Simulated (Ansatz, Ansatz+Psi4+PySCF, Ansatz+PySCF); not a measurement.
```xyz
2

Be    0.0000    0.0000    0.2697
H     0.0000    0.0000   -1.7528
```

Basis set: cc-pVTZ on H; cc-pCVTZ on Be (spherical functions). All electrons are correlated. Correlation on ROHF uses semicanonical orbitals with singles. Charge 0, multiplicity 2.

Computed with Ansatz (development build ahead of 0.2.0); each method stands on the lowest determinant of its kind that the runs found.

The atomization energy at this shape (free ground-state atoms in the same class of orbitals less the molecule, no zero-point energy) of doublet BeH:

```
     method  atomization energy
UHF-CCSD(T)         79.8 kJ/mol
    UHF-MP2         83.5 kJ/mol
```

**Question.** What does ROHF-MP2 give?

**Answer.** 73.3 kJ/mol. Caution: large amplitudes, a single reference is doubtful; the shape is not the minimum. Caution for UHF-CCSD(T), UHF-MP2: the unrestricted determinant is spin contaminated.
